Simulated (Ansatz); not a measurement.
# NH2O (quartet): the correlation ladder at distance O1–H3 along a hydrogen transfer = 0.994 Å, cc-pVDZ

An exercise on one series of results from a longer session: the logs are not shown, and one member is left open.

The runs use Ansatz 0.2.0, Gaussian basis; cc-pVDZ, core rule «outside noble gas», up to 2 orbitals frozen.

The runs, in order: UHF; CCSD(T) on ROHF; CCSD(T) on UHF; BCCD(T) on ROHF; CISD; CCSDT(Q) on ROHF; CCSDT(Q) on UHF; CASSCF and MRCISD+Q, 5 electrons in 5 orbitals; CASSCF and NEVPT2, 5 electrons in 5 orbitals; CASSCF and MRCISD+Q, 13 electrons in 10 orbitals; CASSCF and NEVPT2, 13 electrons in 10 orbitals.

6 further runs of the same task are left out: 6 that didn't finish.

### The geometry

The geometry derives from fragments relaxed apart (PBE0/def2-TZVP) and kept rigid, so it is no stationary point. A hydrogen atom is moved between rigid fragments.

4 atoms, charge 0, spin multiplicity 4.

Atoms are counted from 1 here; the program's logs count them from 0.

Bond lengths: O1–H2 0.960 Å, O1–H3 0.994 Å, H3–N4 1.247 Å. Angles: H2–O1–H3 105.1°, O1–H3–N4 180.0°.

As a file:

```xyz
4
H2NO
O    -1.0037   -0.0292    0.0000
H    -1.2530    0.8974    0.0000
H    -0.0097   -0.0292    0.0000
N     1.2373   -0.0292    0.0000
```

Set-up of the first run:

Contents of in.yaml:

```yaml
crystal:
  periodic: [false, false, false]
  atoms:
    - {symbol: O, position_ang: [-1.003674, -0.029165, 0.000000]}
    - {symbol: H, position_ang: [-1.252983, 0.897410, 0.000000]}
    - {symbol: H, position_ang: [-0.009674, -0.029165, 0.000000]}
    - {symbol: N, position_ang: [1.237326, -0.029165, 0.000000]}
basis:
  gaussian: {orbitals: cc-pVDZ}
magnetization: {spin_polarized: true, initial_magnetization: 3}
hamiltonian: {xc: hf}
output: {orbitals: {seedname: orbitals}}
```

Started as:

```console
> ansatz run in.yaml --threads 1 --pin off --events-out ev --progress --plain --max-ram 2393MiB
```

Steps of the session up to this table: UHF; CCSD(T) on ROHF; CCSD(T) on UHF; BCCD(T) on ROHF; CISD; CCSDT(Q) on ROHF; CCSDT(Q) on UHF; CASSCF and MRCISD+Q, 5 electrons in 5 orbitals; CASSCF and NEVPT2, 5 electrons in 5 orbitals; CASSCF and MRCISD+Q, 13 electrons in 10 orbitals; CASSCF and NEVPT2, 13 electrons in 10 orbitals.

One of the session's tables, all rows but one given; the rest of the session is left out.

It belongs to the step «Misses and costs». 

```
          method  from UCCSDT(Q) (kJ/mol)
            ROHF                   +849.2
             UHF                   +832.9
            RMP2                        ?
            UMP2                    +82.9
            CISD                    +70.3
           RCCSD                    +17.4
           UCCSD                    +17.0
        RCCSD(T)                     +3.1
        UCCSD(T)                     +3.0
         BCCD(T)                     +3.1
          RCCSDT                     +1.8
          UCCSDT                     +1.6
       RCCSDT(Q)                     +0.3
       UCCSDT(Q)                        0
  CASSCF valence                   +694.8
  NEVPT2 valence                   +112.1
  MRCISD valence                    +46.4
MRCISD+Q valence                     +3.5
```

Estimate the missing values for RMP2.

**Answer.** from UCCSDT(Q) (kJ/mol): +85.1. In the column «from UCCSDT(Q) (kJ/mol)» it lies between UMP2 (+82.9) and NEVPT2 valence (+112.1).

Left out of the table: CASSCF pair, NEVPT2 pair, MRCISD pair, MRCISD+Q pair (the active space lost an orbital or holds another state than full CI finds).

Limits of these values: Restricted and unrestricted rows rest on different reference determinants; where their highest levels disagree by more than a few hundredths of an eV, they describe different states and don't form one ladder. Warnings in the runs' records: passed over end.
